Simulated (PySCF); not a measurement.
Species: C5H5O (doublet state).
Geometry (GFN2-xTB, Å), atoms numbered from 1 in this order:
```
atom  x, y, z in Å
C1    -1.144   -0.696   -0.832
C2    -0.432    0.397   -0.342
C3    -0.768    1.659   -0.642
O4    -1.025    2.772   -0.876
C5     0.744    0.302    0.539
C6     1.276   -0.826    0.989
H7    -0.854   -1.694   -0.582
H8    -1.994   -0.555   -1.472
H9     1.180    1.252    0.820
H10    2.139   -0.812    1.631
H11    0.882   -1.795    0.740
```

The hyperfine couplings belong to this conformer and change with its torsions.

The species is `[CH2]C(=C=O)C=C` [radical].

Level of theory: UKS B3LYP, pcH-1 on C H O, non-relativistic, mean-field spin-orbit, GIAO in PySCF 2.14.0. Isolated species at its GFN2-xTB geometry (one conformer only). The geometry wasn't refined by DFT: couplings that depend on bond lengths, twists or pyramidal angles can differ widely from those at the functional's own minimum. Stability of the SCF solution: not tested.

Question: Break the g tensor into its mass correction, gauge correction and orbital-Zeeman/spin–orbit terms.

Answer: 
```
                    Δg (ppm)      1     2     3
relativistic mass correction   -172  -172  -172
            gauge correction     41    -2    34
   orbital Zeeman/spin–orbit  -3685   -45  1294
                       total  -3817  -219  1156
```

So g = 1.99850, 2.00210, 2.00348 and g_iso = 2.00136; the tensor is rhombic: the two nearest values differ by 28 % of g3 − g1. Axes: g1 points within 3° of the C3–O4 bond and g2 is normal to the molecular plane.

Question: What effective moment and Curie constant follow for a powder?

Answer: With the mean of g² = 4.0054 and S(S+1) = 0.75: μ_eff = √(⟨g²⟩S(S+1)) = 1.733 μB and χT = 0.12505·⟨g²⟩·S(S+1) = 0.376 cm³ K/mol (cgs; spin-Hamiltonian part alone).

Question: How much does each term add to the isotropic shift?

Answer: The orbital-Zeeman/spin–orbit term -812, the mass correction -172 and the gauge correction 24 ppm, for a total of -960 ppm. The orbital-Zeeman/spin–orbit term is the largest in size. The mass correction is the same along every axis, so the anisotropy comes from the other two: their spans along these axes are 43 (gauge) and 4980 ppm (orbital Zeeman/spin–orbit).

Question: At 9.792 GHz, how far is the centre of the isotropic spectrum from where a free electron (g = 2.002319) resonates?

Answer: B = hν/(g μB) with μB/h = 13.99624 MHz/mT gives 349.40 mT for the free electron and 349.57 mT at g_iso, 0.17 mT higher.

Question: In a frozen sample, at which fields do the three g values resonate at 9.5, 34, 94 and 263 GHz (hyperfine left aside), and which band first spreads them over more than twice a line width of 0.5 mT?

Answer: 
| band | GHz | B(g3) mT | B(g2) mT | B(g1) mT | spread mT |
| --- | --- | --- | --- | --- | --- |
| X | 9.5 | 338.79 | 339.02 | 339.63 | 0.84 |
| Q | 34.0 | 1212.50 | 1213.34 | 1215.52 | 3.02 |
| W | 94.0 | 3352.22 | 3354.52 | 3360.56 | 8.34 |
| J | 263.0 | 9379.08 | 9385.52 | 9402.42 | 23.34 |

The spread grows in proportion to the frequency. Q band is the first where it exceeds 1.0 mT.

Largest spin populations (Mulliken): C1 (+0.84), C3 (+0.25), C2 (-0.14) and O4 (+0.11). The angles at C1 add up to 360.0°, so it is planar; its axial dipolar tensor and the negative couplings of its protons fit spin in a p orbital normal to that plane.

The HOMO–LUMO gaps are 3.20 eV among the α and 4.81 eV among the β orbitals.
